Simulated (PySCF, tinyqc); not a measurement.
Worked calculation: RHF in the sto-6g basis, for BH, spin multiplicity 1. This run ends on a higher stationary point, not on the lowest solution. The lowest restricted solution is unstable here: a spin-polarised one lies 0.0154 hartree lower (PySCF). One step of it, computed by the program tinyqc.

Task: Iteration 2: diagonalisation and new density. Diagonalise F' = X^T F X, C = X C', fill 3 alpha and 3 beta electrons from the bottom; D = 2 C_occ C_occ^T. Each column has its largest component positive (the first on a tie).

Fock matrix F (hartree), lower triangle:
```
            1B 1s      1B 2s    1B 2px    1B 2py     1B 2pz      2H 1s
1B 1s   -7.372684
1B 2s   -2.089861  -0.795895
1B 2px   0.000000   0.000000  0.066550
1B 2py   0.000000   0.000000  0.211259  0.140293
1B 2pz   0.021841  -0.190668  0.000000  0.000000   0.058282
2H 1s   -0.688691  -0.600284  0.000000  0.000000  -0.341558  -0.386100
```

X, lower triangle:
```
            1B 1s      1B 2s    1B 2px    1B 2py     1B 2pz     2H 1s
1B 1s    1.029077
1B 2s   -0.152245   1.221979
1B 2px   0.000000   0.000000  1.000000
1B 2py   0.000000   0.000000  0.000000  1.000000
1B 2pz  -0.013058   0.186981  0.000000  0.000000   1.180015
2H 1s    0.023559  -0.442562  0.000000  0.000000  -0.427382  1.368542
```

Give: F' = X^T F X; orbital energies; coefficients C; D after iteration 2.

Result:

F' = X^T F X (hartree), lower triangle:
```
         1        2       3       4        5       6
1  -7.2017
2  -1.1018  -0.1307
3   0.0000   0.0000  0.0665
4   0.0000   0.0000  0.2113  0.1403
5   0.0297   0.0706  0.0000  0.0000   0.3397
6  -0.1377  -0.5208  0.0000  0.0000  -0.5031  0.1808
```

orbital energies (hartree): MO1 -7.3756, MO2 -0.5022, MO3 -0.1110, MO4 0.1230, MO5 0.3179, MO6 0.9429

coefficients C:
```
            MO1      MO2      MO3      MO4     MO5      MO6
1B 1s    0.9942  -0.1915   0.0000  -0.2026  0.0000   0.1297
1B 2s    0.0226   0.4971   0.0000   0.8058  0.0000  -0.9221
1B 2px   0.0000   0.0000   0.7655   0.0000  0.6435   0.0000
1B 2py   0.0000   0.0000  -0.6435   0.0000  0.7655   0.0000
1B 2pz  -0.0005   0.2539   0.0000  -0.6050  0.0000  -1.0861
2H 1s   -0.0040   0.5404   0.0000  -0.2932  0.0000   1.3689
```

D after iteration 2, lower triangle:
```
          1B 1s   1B 2s   1B 2px  1B 2py  1B 2pz   2H 1s
1B 1s    2.0501
1B 2s   -0.1455  0.4953
1B 2px   0.0000  0.0000   1.1719
1B 2py   0.0000  0.0000  -0.9851  0.8281
1B 2pz  -0.0982  0.2524   0.0000  0.0000  0.1289
2H 1s   -0.2149  0.5372   0.0000  0.0000  0.2744  0.5842
```
